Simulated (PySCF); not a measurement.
**Vibration and rotation of BO**

UHF-CCSD(T) constants of BO, ²Σ⁺ (doublet), unpaired electrons σ ↑ (PySCF, no relativity, basis sets B def2-TZVPPD, O def2-TZVPPD; masses 11.0093 and 15.9949 u):

| Item | Value |
| --- | --- |
| ωe | 1867.6 cm⁻¹ |
| ωexe | 10.5 cm⁻¹ |
| Be | 1.7559 cm⁻¹ |
| αe | 0.0158 cm⁻¹ |
| De to B + O | 8.11 eV |

(1) What force constant and bond length do these constants imply?

(2) Estimate the centrifugal constant D from the Kratzer relation and find the Dunham coefficient a1.

Correlated steps freeze 2 core orbitals. The state is the lowest determinant that a PBE0 search found; another state may lie lower at other levels.

Answers

(1) Reduced mass μred = 6.5209 u; k = 5.8918×10⁻⁷·μred·ωe² (u, cm⁻¹, mdyn/Å) = 13.4 mdyn/Å; Re = √(16.8576/(μred·Be)) (u, cm⁻¹, Å) = 1.213 Å.

(2) D = 4Be³/ωe² = 6.21e-06 cm⁻¹; a1 = −1 − αeωe/(6Be²) = -2.60.
